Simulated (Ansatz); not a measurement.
System: tetrafluorosilane, SiF$_{4}$, net charge 0, singlet state. 
Structure (B3LYP-D3(BJ)/def2-TZVP (Ansatz, a program for electronic structure) minimum search):
SMILES: F[Si](F)(F)F
```xyz
5

Si     0.0000     0.0000     0.0000
F      0.9027     0.9354     0.8757
F     -0.8806    -0.8997     0.9336
F     -0.9289     0.8739    -0.9111
F      0.9068    -0.9096    -0.8983
```

Property: atomisation energy (electronic, to ground-state atoms); the coupled-cluster value holds the core correlation from cc-pwCVTZ, in kJ/mol. Correlated levels leave the core frozen unless marked. UHF or UKS for open shells. No spin-orbit coupling. Non-relativistic. Basis-set limits of correlation are two-point, X^-3; Hartree-Fock from the larger set. [CCSD(T)-MP2]/basis is that difference in the basis named.

Level to compare with: RI-MP2/CBS(aug-cc-pV(T+d)Z,aug-cc-pV(Q+d)Z)+[CCSD(T)-MP2]/aug-cc-pV(T+d)Z plus the core term (Ansatz), 2411.9 kJ/mol. It is a level with limits of its own, and the differences hold the functionals' basis error too.

Task: Rank these functionals by how close they come to RI-MP2/CBS(aug-cc-pV(T+d)Z,aug-cc-pV(Q+d)Z)+[CCSD(T)-MP2]/aug-cc-pV(T+d)Z, closest first: LC-wPBE/def2-TZVPD (Ansatz); r2SCAN/def2-TZVPD (Ansatz); CAM-B3LYP/def2-TZVPD (Ansatz).

Result: r2SCAN/def2-TZVPD (meta-GGA, 2374.4 kJ/mol, difference -37.5), CAM-B3LYP/def2-TZVPD (range-separated hybrid, 2369.3 kJ/mol, difference -42.6), LC-wPBE/def2-TZVPD (range-separated hybrid, 2364.6 kJ/mol, difference -47.3)
